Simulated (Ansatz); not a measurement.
# CH5FSi (SMILES C[SiH2]F) at B2GP-PLYP-D4/pc-2 (damping of r2scan)

Aim: the energy change on altering one bond length of CH5FSi at B2GP-PLYP-D4/pc-2 (damping of r2scan), from 2 runs. 

Program for the calculation: Ansatz 0.2.0.

9 further runs of the same task are left out: 2 for a known fault of the program, 1 that didn't finish, 6 set aside as unsound or not needed.

## Step 1: The system as given

CH5FSi has 8 atoms, charge 0, and is taken as a singlet. As SMILES, `C[SiH2]F`. The shape is that of a PBE0-D4/def2-TZVP optimisation.

Bond lengths: C1–Si2 1.853 Å, Si2–F3 1.604 Å, C1–H4 1.092 Å, C1–H5 1.094 Å, C1–H6 1.092 Å, Si2–H7 1.485 Å, Si2–H8 1.485 Å. Some angles: C1–Si2–F3 109.4°, C1–Si2–H7 111.5°, C1–Si2–H8 111.5°, F3–Si2–H7 107.3°, F3–Si2–H8 107.3°, Si2–C1–H4 111.0°, Si2–C1–H5 110.1°, Si2–C1–H6 111.1°, H7–Si2–H8 109.7°, H4–C1–H5 108.1°.

## Step 2: A single-point energy at B2GP-PLYP-D4/pc-2 (damping of r2scan)

File in.yaml:

```yaml
crystal:
  periodic: [false, false, false]
  atoms:
    - {symbol: C, position_ang: [-0.521400, 0.700300, -0.437000]}
    - {symbol: Si, position_ang: [0.448400, -0.642000, 0.395200]}
    - {symbol: F, position_ang: [1.946500, -0.649600, -0.178800]}
    - {symbol: H, position_ang: [-0.562400, 0.542500, -1.517100]}
    - {symbol: H, position_ang: [-1.546700, 0.713200, -0.056500]}
    - {symbol: H, position_ang: [-0.077200, 1.680300, -0.248400]}
    - {symbol: H, position_ang: [0.538700, -0.420800, 1.860700]}
    - {symbol: H, position_ang: [-0.133700, -1.981200, 0.126000]}
basis:
  gaussian:
    orbitals: pc-2.json
hamiltonian:
  xc: {name: B2GP-PLYP}
  dispersion: {method: d4, functional: r2scan}
  pseudopotentials: {relativity: none}
accuracy: high
```

The basis set pc-2 is read from a file made from the Basis Set Exchange's data (not shown).

Run with:

```bash
$ ansatz run in.yaml --threads 1 --pin off --max-ram 2610MiB --events-out events.jsonl --progress --plain --runs-dir runs
```

What it wrote:

```text
Warning: RAYON_NUM_THREADS=1 ignored (pool sized by the plan → 1); use --threads N
Functional definition: B2GP-PLYP
  name "B2GP-PLYP"
  parameter a = 0.65
  parameter c = 0.36
  exchange = (1 - a)*b88_x + a*exact_x
  correlation = (1 - c)*lyp_c + c*(mp2_os + mp2_ss)
2972 factors; integrals over basis functions are off by at most 3.7e-9 eV
mean field evaluation 1: about -11699.6115 eV, gradient 4.3e1 eV
mean field evaluation 2: about -11699.7328 eV, gradient 4.3e1 eV
mean field evaluation 4: about -11703.2749 eV, gradient 3.6e0 eV
mean field evaluation 8: about -11703.2987 eV, gradient 3.1e-2 eV
mean field evaluation 16: about -11703.2987 eV, gradient 1.4e-6 eV
mean field -11703.29873462 eV, -430.0882957166 hartree, gradient 7.5e-8 eV, S^2 0.000000; 0 other end points of the search recorded, 0 dependent functions left out
7 core orbitals not correlated: weight in the atoms' cores, before any rotation towards them, 1.000 or more for the frozen orbitals, at most 0.000 for the correlated occupied ones
reference -11703.29875473 eV, -430.0882964556 hartree; 10, 10 occupied and 147, 147 virtual orbitals, 2972 factors
second order -16.88332440 eV of doubles, -0.00000000 eV of singles
Total energy: -11709.40251351 eV, -430.3126054534 hartree
```

It took 24 s on 1 thread of Arm Neoverse V2, shared host; peak memory 0.67 GiB.

## Step 3: The distorted shape at the same level

File in.yaml:

```yaml
crystal:
  periodic: [false, false, false]
  atoms:
    - {symbol: C, position_ang: [-2.768554, 0.711700, 0.424001]}
    - {symbol: Si, position_ang: [-1.798754, -0.630600, 1.256201]}
    - {symbol: F, position_ang: [1.946500, -0.649600, -0.178800]}
    - {symbol: H, position_ang: [-2.809554, 0.553900, -0.656099]}
    - {symbol: H, position_ang: [-3.793854, 0.724600, 0.804501]}
    - {symbol: H, position_ang: [-2.324354, 1.691700, 0.612601]}
    - {symbol: H, position_ang: [-1.708454, -0.409400, 2.721701]}
    - {symbol: H, position_ang: [-2.380854, -1.969800, 0.987001]}
basis:
  gaussian:
    orbitals: pc-2.json
hamiltonian:
  xc: {name: B2GP-PLYP}
  dispersion: {method: d4, functional: r2scan}
  pseudopotentials: {relativity: none}
accuracy: high
```

The basis set pc-2 is read from a file made from the Basis Set Exchange's data (not shown).

Run with:

```bash
$ ansatz run in.yaml --threads 1 --pin off --max-ram 2610MiB --events-out events.jsonl --progress --plain --runs-dir runs
```

What it wrote, shortened:

```text
Warning: RAYON_NUM_THREADS=1 ignored (pool sized by the plan → 1); use --threads N
[... 2 set-up lines as earlier in the session ...]
[...]
2807 factors; integrals over basis functions are off by at most 4.4e-9 eV
[...]
mean field -11695.78006640 eV, -429.8119897556 hartree, gradient 9.5e-8 eV, S^2 0.000000; 4 other end points of the search recorded, 0 dependent functions left out; unrestricted orbitals would lower it
7 core orbitals not correlated: weight in the atoms' cores, before any rotation towards them, 1.000 or more for the frozen orbitals, at most 0.000 for the correlated occupied ones
reference -11695.78008937 eV, -429.8119905998 hartree; 10, 10 occupied and 147, 147 virtual orbitals, 2807 factors
second order -18.71210574 eV of doubles, -0.00000000 eV of singles
Total energy: -11702.53927441 eV, -430.0603860686 hartree
```

Run time: 31 s. Hardware: 1 thread of Arm Neoverse V2, shared host; peak memory 0.65 GiB.

## Step 4: Outcome

At B2GP-PLYP-D4/pc-2 (damping of r2scan), 7 core orbitals frozen:

| quantity | value |
| --- | --- |
| first shape: total energy | -430.31261 Eh |
| first shape: dispersion energy | -2.49 kJ/mol |
| distorted shape: total energy | -430.06039 Eh |
| distorted shape: dispersion energy | -2.20 kJ/mol |
| energy change with the Si2–F3 bond stretched from 1.604 to 4.011 Å | 6.863 eV |

What this shows: One bond (distorted shape) is far stretched, which a spin-restricted single reference describes badly; perturbation theory on it can break down and give far too much correlation. With the Si2–F3 bond stretched from 1.604 to 4.011 Å the energy rises by 6.86 eV (662 kJ/mol). The first shape isn't relaxed at this level, so the change isn't measured from a minimum. A restricted reference can't describe the breaking bond well at this length. The restricted solution (distorted shape) is unstable to spin breaking: an unrestricted one lies lower.
